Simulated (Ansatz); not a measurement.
hcp Zn was calculated with LDA (PAW; Ansatz, a quantum-chemistry and plane-wave program).

Run with plane-wave cutoff 520 eV, 24×24×12 k mesh (along the axes of the cell as run), Fermi–Dirac smearing 0.05 eV, scalar-relativistic PAW data made under PBE.

Starting structure:

```xyz
2
Lattice="2.6600 0.0000 0.0000 -1.3300 2.3036 0.0000 0.0000 0.0000 4.9500" Properties=species:S:1:pos:R:3 pbc="T T T"
Zn     1.3300     0.7679     3.7125
Zn     0.0000     1.5358     1.2375
```

Q: Into what structure does the relaxation of cell and atoms lead at this level, with the symmetry of the start kept?

A: The volume drops by 10 %; final space group P6_3/mmc.
```xyz
2
Lattice="2.5593 0.0000 0.0000 -1.2797 2.2165 0.0000 0.0000 0.0000 4.8030" Properties=species:S:1:pos:R:3 pbc="T T T"
Zn     1.2797     0.7388     3.6022
Zn     0.0000     1.4776     1.2007
```
